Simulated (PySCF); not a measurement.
## Spin states of SiC

Unrestricted PBE0; basis Si def2-TZVP, C def2-TZVP; no relativity; PySCF 2.14. Outer shells of the fragments: Si 3s2 3p2; C 2s2 2p2.

Followed along the bond (rough minima from three points):

| 2Ms+1 | unpaired | ⟨S²⟩ at the start | R at minimum (Å) | Te (eV) |
| --- | --- | --- | --- | --- |
| 3 | σ ↑, π ↑ | 2.11 | 1.71 | 0.00 |
| 1 | σ ↑, π ↓ | 1.03 | 1.71 | 0.30 |
| 3 | π ↑↑ | 2.01 | 1.81 | 0.34 |
| 1 | π ↑↓ | 1.01 | 1.81 | 0.61 |
| 1 | none | 0.00 | 1.83 | 1.48 |

Solutions found at the starting distance of 1.825 Å, counted from the lowest of them; the search is not exhaustive and high or unbound solutions are not listed, so other states can lie among these:

| 2Ms+1 | unpaired | term | E (eV) | ⟨S²⟩ | ⟨Lz²⟩ | μ (D) |
| --- | --- | --- | --- | --- | --- | --- |
| 3 | σ ↑, π ↑ | ³Π | 0.00 | 2.11 | 1.01 | -1.74 |
| 3 | π ↑↑ | ³Σ⁻ | 0.18 | 2.01 | 0.00 | -2.53 |
| 1 | σ ↑, π ↓ | mixed | 0.31 | 1.03 | 1.03 | -2.00 |
| 1 | π ↑↓ | mixed | 0.44 | 1.01 | 2.02 | -2.46 |
| 1 | none | mixed | 1.31 | 0.00 | 2.00 | -2.24 |
| 1 | none | ¹Σ⁺ | 1.64 | 0.00 | 0.00 | -2.41 |

A term symbol is given only where ⟨S²⟩ and ⟨Lz²⟩ are close to those of a pure state; real π, δ and φ orbitals otherwise mix terms. A positive dipole means Si(−)C(+).
